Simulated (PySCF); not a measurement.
# Choosing a basis for TDDFT

Species: C5H7F.
InChI=1S/C5H7F/c1-5-2-3(5)4(5)6/h3-4H,2H2,1H3/t3-,4-,5-/m1/s1

TDDFT with PBE0 (PySCF), vertical singlets, core orbitals frozen in the response, spherical d and f functions. Isolated species at its PBE0-D3(BJ)/def2-SVP geometry, gas phase.

```csv
basis,functions,diffuse,S1 (eV),S2 (eV),S3 (eV),S4 (eV),S5 (eV),LUMO (eV),α (au)
6-31G*,98,no,8.44,8.93,9.12,9.49,9.54,3.02,48.5
def2-SVP,119,no,7.99,8.27,8.67,8.91,9.20,2.18,49.9
6-31+G*,122,yes,6.56,6.84,6.97,7.05,7.66,0.53,54.4
def2-SVPD,179,yes,6.94,7.28,7.57,7.64,8.21,0.88,56.7
aug-cc-pVDZ,201,yes,6.17,6.55,6.62,6.75,7.36,0.03,58.2
def2-TZVP,228,no,7.41,7.66,7.99,8.36,8.53,1.52,55.8
def2-TZVPD,288,yes,6.51,6.89,7.06,7.15,7.76,0.44,58.0
```

Compare the sets with the largest diffuse one.

States are compared by their number. Against the largest diffuse basis here (def2-TZVPD, itself not a converged limit), sets without diffuse functions differ by up to 1.93 eV in S1 and 1.78 eV in S5; the smaller diffuse sets differ by up to 0.44 and 0.45 eV. State by state, the largest deviation of a set without diffuse functions is S1 1.93, S2 2.05, S3 2.06, S4 2.34, S5 1.78 eV. The same number needn't mean the same state in each row. Against def2-TZVPD the polarisability deviates by -16% in 6-31G*, -14% in def2-SVP, -6% in 6-31+G*, -2% in def2-SVPD, 0% in aug-cc-pVDZ, -4% in def2-TZVP. A single + in a Pople set puts diffuse functions on heavy atoms only.

Without π bonds the low states are Rydberg-like; a valence basis with one diffuse set may place them up to an eV too high.
